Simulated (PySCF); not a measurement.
COS, optimised at PBE/def2-SVP:

```xyz
3

O      0.8001     0.8354    -0.6084
C      0.0819     0.0855    -0.0623
S     -0.8820    -0.9209     0.6707
```

Energies from PySCF (xtb for GFN2), thermal terms from the rigid-rotor harmonic-oscillator model, ideal gas at 1 bar. 6-31G* has spherical d functions here. All species are closed-shell singlets. B3LYP is the form with VWN-RPA correlation.

**Question.** List the harmonic frequencies (cm⁻¹, unscaled) at this level and at the other levels, each on its own geometry.

**Answer.** 
- PBE/def2-SVP: 500, 500, 877, 2104
- B3LYP/6-31G*: 513, 513, 872, 2129
- GFN2-xTB: 430, 430, 952, 2197
- HF/6-31G*: 571, 571, 890, 2306
- PBE0/def2-TZVP: 539, 539, 900, 2156
